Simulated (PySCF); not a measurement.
Which determinant of SiS lies lowest?

Unrestricted PBE0; PySCF, no relativity, basis sets Si def2-TZVP, S def2-TZVP. Outer shells of the fragments: Si 3s2 3p2; S 3s2 3p4.

Followed along the bond (rough minima from three points):

```csv
2Ms+1,unpaired,⟨S²⟩ at the start,R at minimum (Å),Te (eV)
1,none,0.00,1.93,0.00
3,π ↑↑,2.01,2.17,2.90
5,"σ ↑, π ↑↑↑",6.01,none in the scan,≤ 5.42
```

Solutions found at the starting distance of 2.100 Å, counted from the lowest of them; the search is not exhaustive and high or unbound solutions are not listed, so other states can lie among these:

```
2Ms+1  unpaired   term  E (eV)  ⟨S²⟩  ⟨Lz²⟩  μ (D)
    1      none    ¹Σ⁺    0.00  0.00   0.00  -2.46
    3      π ↑↑  mixed    2.58  2.01   2.02   0.10
    3  σ ↑, π ↑     ³Π    2.90  2.01   1.01  -2.13
    3      π ↑↑  mixed    2.94  2.01   2.02  -0.06
    1      π ↑↓  mixed    2.99  1.01   2.02  -0.11
    1  σ ↓, π ↑  mixed    3.26  1.02   1.01  -1.77
```

A term symbol is given only where ⟨S²⟩ and ⟨Lz²⟩ are close to those of a pure state; real π, δ and φ orbitals otherwise mix terms. A positive dipole means Si(−)S(+).

Problem. Compare the gap between the two lowest followed solutions at the starting distance with the gap between their minima.

Solution. At PBE0 the second solution (triplet, unpaired electrons π ↑↑) lies +2.58 eV from the first (singlet, closed shell) at 2.100 Å and +2.90 eV at the minima; the two curves relax by different amounts, since their minima lie near 2.17 and 1.93 Å.

The measured ground state is X ¹Σ+ (Huber and Herzberg, Constants of Diatomic Molecules (1979)).

Counting both spins, an empty level lies below a filled one in some of these solutions, because spin and occupation are held.
